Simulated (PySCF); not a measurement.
C5H8O.
SMILES with atom numbers: `[CH3:1][C:2](=[O:3])[CH:4]1[CH2:5][CH2:6]1` (hydrogens: H7, H8, H9 on C1; H10 on C4; H11, H12 on C5; H13, H14 on C6)

Structure optimised with GFN2-xTB, isolated species.

List the bond lengths, angles and torsions at this level.

| bond | length (pm) | order |
| --- | --- | --- |
| C1–C2 | 151.0 | single |
| C2=O3 | 120.8 | double |
| C2–C4 | 148.4 | single |
| C4–C5, C4–C6 | 151.3 | single |
| C5–C6 | 148.3 | single |
| C1–H7, C1–H8, C1–H9 | 108.8 | single |
| C4–H10 | 108.2 | single |
| C5–H11, C6–H13 | 108.0 | single |
| C5–H12, C6–H14 | 107.9 | single |

Bonds in one row agree within 1 pm and their mean is given. Orders are formal, as drawn. A selection of angles:
| angle | degrees |
| --- | --- |
| C2–C1–H7 | 109.6 |
| H7–C1–H8 | 109.6 |
| H7–C1–H9 | 108.1 |
| C1–C2–O3 | 122.9 |
| C1–C2–C4 | 114.4 |
| O3–C2–C4 | 122.7 |
| C2–C4–C5 | 117.6 |
| C2–C4–H10 | 115.5 |
| C5–C4–C6 | 58.7 |
| C5–C4–H10 | 117.8 |
| C4–C5–C6 | 60.7 |
| C4–C5–H11 | 116.3 |
| C4–C5–H12 | 117.6 |
| C6–C5–H11 | 117.8 |
| C6–C5–H12 | 119.2 |
| H11–C5–H12 | 114.7 |

Dihedral angles: C1–C2–C4–C5 -146° (anticlinal); C2–C4–C5–C6 -107° (anticlinal); C2–C4–C6–C5 107° (anticlinal).

The C–C distances run from 1.483 Å (C5–C6, drawn single) to 1.513 Å (C4–C5, drawn single), a spread of 0.030 Å. The 3-membered ring C4–C5–C6 has internal angles of 58.7° to 60.7°. Of the pairs four or more bonds apart, O3···H13 is among the closest relative to their van der Waals radii: 2.66 Å, 98 % of the sum of Bondi's values.

Point group: Cs (every atom within 0.08 Å of its image). No frequency check. One conformer, not necessarily the lowest.

These are computed values.
